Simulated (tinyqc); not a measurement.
MP2 on RHF in the sto-3g basis, for H3O+, spin multiplicity 1, step by step. One step of it, computed by the program tinyqc.

Problem. Second-order Moller-Plesset energy. E2 = sum_ijab (ia|jb) [2 (ia|jb) - (ib|ja)] / (e_i + e_j - e_a - e_b) over occupied i, j and virtual a, b; the opposite-spin part is (ia|jb)^2 / denominator, the rest is same-spin, and SCS-MP2 scales them by 6/5 and 1/3.

orbital energies (hartree): [-20.791420, -1.680129, -1.013129, -1.012893, -0.847387, 0.003450, 0.217899, 0.218377]

Two-electron integrals over orbitals (pq|rs), unique and non-zero (hartree):
```
(11|11) 4.745095    (21|11) -0.431970   (21|21) 0.062046    (22|11) 1.025700
(22|21) -0.016125   (22|22) 0.718418    (31|11) 0.000056    (31|21) -0.000006
(31|22) 0.000007    (31|31) 0.013574    (32|11) -0.000012   (32|21) 3.86e-06
(32|22) 0.000037    (32|31) 0.020563    (32|32) 0.134552    (33|11) 0.842257
(33|21) -0.006440   (33|22) 0.642821    (33|31) 0.002297    (33|32) 0.034307
(33|33) 0.642779    (41|41) 0.013576    (42|41) 0.020563    (42|42) 0.134512
(43|41) -0.002303   (43|42) -0.034345   (43|43) 0.041496    (44|11) 0.842254
(44|21) -0.006441   (44|22) 0.642780    (44|31) -0.002300   (44|32) -0.034344
(44|33) 0.559837    (44|44) 0.642765    (51|11) -0.037989   (51|21) 0.004536
(51|22) -0.004172   (51|31) -1.23e-06   (51|32) -4.53e-07   (51|33) -0.001227
(51|44) -0.001227   (51|51) 0.026129    (52|11) 0.022713    (52|21) -0.002307
(52|22) -0.003974   (52|31) -3.37e-07   (52|32) -1.78e-06   (52|33) 0.002153
(52|44) 0.002154    (52|51) 0.033032    (52|52) 0.151405    (53|11) -0.000022
(53|21) 7.49e-07    (53|22) -0.000009   (53|31) 0.001130    (53|32) 0.000440
(53|33) -0.002424   (53|44) 0.002411    (53|51) -4.24e-06   (53|52) -0.000015
(53|53) 0.032068    (54|41) 0.001130    (54|42) 0.000442    (54|43) 0.002418
(54|54) 0.032068    (55|11) 1.110930    (55|21) -0.012221   (55|22) 0.754345
(55|31) 1.37e-06    (55|32) -0.000005   (55|33) 0.644904    (55|44) 0.644890
(55|51) 0.004523    (55|52) 0.032138    (55|53) -0.000017   (55|55) 0.877466
(61|11) -0.276333   (61|21) 0.040107    (61|22) -0.010207   (61|31) -0.000018
(61|32) -0.000018   (61|33) -0.004208   (61|44) -0.004204   (61|51) 0.000182
(61|52) -0.004886   (61|53) -2.41e-07   (61|55) -0.008083   (61|61) 0.026233
(62|11) 0.317354    (62|21) -0.010346   (62|22) 0.134093    (62|31) -0.000012
(62|32) -0.000065   (62|33) 0.091151    (62|44) 0.091166    (62|51) -0.004905
(62|52) -0.010078   (62|53) -0.000007   (62|55) 0.163201    (62|61) -0.006091
(62|62) 0.069276    (63|11) -0.000397   (63|21) 0.000008    (63|22) -0.000205
(63|31) 0.006082    (63|32) -0.014623   (63|33) -0.028739   (63|44) 0.028457
(63|51) 1.09e-07    (63|52) -0.000012   (63|53) 0.003280    (63|55) -0.000223
(63|61) -7.45e-07   (63|62) -0.000105   (63|63) 0.058595    (64|41) 0.006084
(64|42) -0.014628   (64|43) 0.028608    (64|54) 0.003286    (64|64) 0.058673
(65|11) -0.050917   (65|21) -0.000117   (65|22) -0.030272   (65|31) -2.17e-06
(65|32) -0.000013   (65|33) -0.016782   (65|44) -0.016772   (65|51) 0.017987
(65|52) 0.065878    (65|53) -0.000029   (65|55) -0.025298   (65|61) -0.001977
(65|62) -0.020305   (65|63) 0.000022    (65|65) 0.037035    (66|11) 0.605353
(66|21) -0.006872   (66|22) 0.487716    (66|31) -0.000019   (66|32) -0.000155
(66|33) 0.477038    (66|44) 0.477162    (66|51) -0.005737   (66|52) -0.020800
(66|53) 0.000011    (66|55) 0.485181    (66|61) -0.003760   (66|62) 0.032833
(66|63) 0.000044    (66|65) -0.014491   (66|66) 0.443636    (71|41) 0.015433
(71|42) 0.022236    (71|43) -0.002267   (71|54) 0.001294    (71|64) 0.006583
(71|71) 0.017570    (72|41) 0.015252    (72|42) 0.055427    (72|43) 0.009297
(72|54) 0.005898    (72|64) 0.035821    (72|71) 0.016610    (72|72) 0.055809
(73|41) 0.002496    (73|42) 0.036431    (73|43) -0.005895   (73|54) -0.002622
(73|64) -0.028534   (73|71) 0.002962    (73|72) 0.000089    (73|73) 0.033574
(74|11) 0.375266    (74|21) -0.007078   (74|22) 0.175012    (74|31) 0.002499
(74|32) 0.036444    (74|33) 0.133228    (74|44) 0.121480    (74|51) 0.000129
(74|52) 0.012532    (74|53) -0.002626   (74|55) 0.199063    (74|61) -0.004556
(74|62) 0.084655    (74|63) -0.028605   (74|65) -0.013279   (74|66) 0.034626
(74|74) 0.150227    (75|41) 0.001982    (75|42) 0.012855    (75|43) -0.004603
(75|54) 0.023062    (75|64) -0.006385   (75|71) 0.002229    (75|72) 0.003973
(75|73) 0.005059    (75|75) 0.021909    (76|41) 0.012250    (76|42) 0.098402
(76|43) -0.045864   (76|54) -0.006306   (76|64) -0.058034   (76|71) 0.013619
(76|72) 0.007777    (76|73) 0.051392    (76|75) 0.011487    (76|76) 0.126463
(77|11) 0.776985    (77|21) -0.007970   (77|22) 0.569824    (77|31) -0.000498
(77|32) -0.029819   (77|33) 0.506438    (77|44) 0.581933    (77|51) -0.000836
(77|52) 0.001991    (77|53) 0.004237    (77|55) 0.572536    (77|61) -0.004908
(77|62) 0.067252    (77|63) 0.044332    (77|65) -0.010562   (77|66) 0.465525
(77|74) 0.071171    (77|77) 0.565779    (81|11) 0.000283    (81|21) -0.000043
(81|22) 4.63e-06    (81|31) -0.015436   (81|32) -0.022243   (81|33) -0.002255
(81|44) 0.002269    (81|51) -1.22e-06   (81|52) 3.45e-06    (81|53) -0.001294
(81|55) 0.000008    (81|61) -0.000012   (81|62) 0.000021    (81|63) -0.006584
(81|65) 3.30e-06    (81|66) 0.000027    (81|74) -0.002961   (81|77) 0.000524
(81|81) 0.017580    (82|11) -0.000346   (82|21) 0.000010    (82|22) -0.000152
(82|31) -0.015252   (82|32) -0.055407   (82|33) 0.009223    (82|44) -0.009396
(82|51) 3.66e-06    (82|52) 2.66e-06    (82|53) -0.005899   (82|55) -0.000173
(82|61) 0.000021    (82|62) -0.000032   (82|63) -0.035822   (82|65) 0.000022
(82|66) -0.000014   (82|74) -0.000181   (82|77) -0.019194   (82|81) 0.016616
(82|82) 0.055812    (83|11) -0.375281   (83|21) 0.007080    (83|22) -0.174979
(83|31) 0.002492    (83|32) 0.036456    (83|33) -0.121467   (83|44) -0.133254
(83|51) -0.000129   (83|52) -0.012533   (83|53) -0.002613   (83|55) -0.199054
(83|61) 0.004552    (83|62) -0.084669   (83|63) -0.028389   (83|65) 0.013267
(83|66) -0.034787   (83|74) -0.084778   (83|77) -0.106137   (83|81) -0.002965
(83|82) 0.000026    (83|83) 0.150248    (84|41) -0.002503   (84|42) -0.036419
(84|43) 0.005864    (84|54) 0.002616    (84|64) 0.028472    (84|71) -0.002970
(84|72) -0.000129   (84|73) -0.031834   (84|75) -0.005055   (84|76) -0.051335
(84|84) 0.033519    (85|11) 0.000021    (85|21) 3.48e-07    (85|22) 0.000011
(85|31) -0.001982   (85|32) -0.012858   (85|33) -0.004587   (85|44) 0.004606
(85|51) -0.000018   (85|52) -0.000068   (85|53) -0.023064   (85|55) 4.50e-06
(85|61) 4.15e-06    (85|62) 0.000019    (85|63) 0.006378    (85|65) -0.000016
(85|66) 0.000029    (85|74) -0.005054   (85|77) 0.005399    (85|81) 0.002230
(85|82) 0.003974    (85|83) -0.005067   (85|85) 0.021914    (86|11) 0.000083
(86|21) -1.00e-06   (86|22) 2.89e-06    (86|31) -0.012251   (86|32) -0.098395
(86|33) -0.045718   (86|44) 0.045811    (86|51) 4.26e-06    (86|52) 0.000018
(86|53) 0.006298    (86|55) 0.000034    (86|61) 0.000011    (86|62) 0.000046
(86|63) 0.057905    (86|65) 0.000018    (86|66) 0.000205    (86|74) -0.051335
(86|77) 0.061896    (86|81) 0.013624    (86|82) 0.007797    (86|83) -0.051420
(86|85) 0.011477    (86|86) 0.126275    (87|41) 0.000486    (87|42) 0.029709
(87|43) -0.037734   (87|54) -0.004239   (87|64) -0.044406   (87|71) 0.000505
(87|72) -0.019132   (87|73) 0.017435    (87|75) 0.005386    (87|76) 0.061842
(87|84) -0.017387   (87|87) 0.048326    (88|11) 0.777169    (88|21) -0.007975
(88|22) 0.569924    (88|31) 0.000522    (88|32) 0.029978    (88|33) 0.582064
(88|44) 0.506398    (88|51) -0.000835   (88|52) 0.001996    (88|53) -0.004253
(88|55) 0.572625    (88|61) -0.004912   (88|62) 0.067288    (88|63) -0.044609
(88|65) -0.010579   (88|66) 0.465355    (88|74) 0.106231    (88|77) 0.468886
(88|81) -0.000539   (88|82) 0.019033    (88|83) -0.071123   (88|85) -0.005409
(88|86) -0.062032   (88|88) 0.566045
```

Hartree-Fock energy = -75.30140961 hartree

Give: Terms; Pair energies; MP2 correlation energy; SCS-MP2 correlation energy; MP2 total energy.

Solution.

Terms (the 40 largest of 117):
```
i  j  a  b  (ia|jb)  (ib|ja)  denominator       term
4  4  7  7   0.1502   0.1502      -2.4616    -0.0092
3  3  8  8   0.1502   0.1502      -2.4630    -0.0092
3  4  8  7  -0.0848  -0.0318      -2.4623    -0.0047
4  3  7  8  -0.0848  -0.0318      -2.4623    -0.0047
3  2  8  6  -0.0847  -0.0358      -2.9151    -0.0039
2  3  6  8  -0.0847  -0.0358      -2.9151    -0.0039
4  2  7  6   0.0847   0.0358      -2.9144    -0.0039
2  4  6  7   0.0847   0.0358      -2.9144    -0.0039
4  4  6  6   0.0587   0.0587      -2.0327    -0.0017
3  3  6  6   0.0586   0.0586      -2.0332    -0.0017
2  2  6  6   0.0693   0.0693      -3.3672    -0.0014
2  2  7  7   0.0558   0.0558      -3.7961    -0.0008
2  2  8  8   0.0558   0.0558      -3.7970    -0.0008
5  5  6  6   0.0370   0.0370      -1.7017    -0.0008
3  3  7  7   0.0336   0.0336      -2.4621  -4.58e-04
4  4  8  8   0.0335   0.0335      -2.4625  -4.56e-04
4  3  7  6  -0.0286  -0.0285      -2.2474  -3.65e-04
3  4  6  7  -0.0286  -0.0285      -2.2474  -3.65e-04
3  4  7  6  -0.0285  -0.0286      -2.2474  -3.61e-04
4  3  6  7  -0.0285  -0.0286      -2.2474  -3.61e-04
4  4  6  8   0.0285   0.0285      -2.2476  -3.61e-04
4  4  8  6   0.0285   0.0285      -2.2476  -3.61e-04
3  3  8  6  -0.0284  -0.0284      -2.2481  -3.58e-04
3  3  6  8  -0.0284  -0.0284      -2.2481  -3.58e-04
3  4  7  8  -0.0318  -0.0848      -2.4623   2.73e-04
4  3  8  7  -0.0318  -0.0848      -2.4623   2.73e-04
5  5  7  7   0.0219   0.0219      -2.1306  -2.25e-04
5  5  8  8   0.0219   0.0219      -2.1315  -2.25e-04
5  2  6  6  -0.0203  -0.0203      -2.5344  -1.63e-04
2  5  6  6  -0.0203  -0.0203      -2.5344  -1.63e-04
3  2  6  8  -0.0358  -0.0847      -2.9151   1.60e-04
2  3  8  6  -0.0358  -0.0847      -2.9151   1.60e-04
4  2  6  7   0.0358   0.0847      -2.9144   1.60e-04
2  4  7  6   0.0358   0.0847      -2.9144   1.60e-04
5  4  6  7  -0.0133  -0.0064      -2.0816  -1.29e-04
4  5  7  6  -0.0133  -0.0064      -2.0816  -1.29e-04
5  3  6  8   0.0133   0.0064      -2.0823  -1.28e-04
3  5  8  6   0.0133   0.0064      -2.0823  -1.28e-04
1  1  6  6   0.0262   0.0262     -41.5897  -1.65e-05
2  1  8  8   0.0166   0.0166     -22.9083  -1.21e-05
```

Pair energies (hartree; pair i-j sums ij and ji):
```
pair  opposite spin  same spin
1-1       -3.12e-05          0
2-1       -5.15e-05          0
2-2         -0.0031          0
3-1       -7.40e-06  -1.13e-05
3-2         -0.0058    -0.0016
3-3         -0.0120          0
4-1       -7.40e-06  -1.13e-05
4-2         -0.0058    -0.0016
4-3         -0.0081    -0.0023
4-4         -0.0120          0
5-1       -1.26e-06          0
5-2       -3.47e-04          0
5-3       -2.53e-04  -4.56e-05
5-4       -2.53e-04  -4.57e-05
5-5         -0.0013          0
```

MP2 correlation energy = -0.054718 hartree

SCS-MP2 correlation energy = -0.060752 hartree

MP2 total energy = -75.356127 hartree
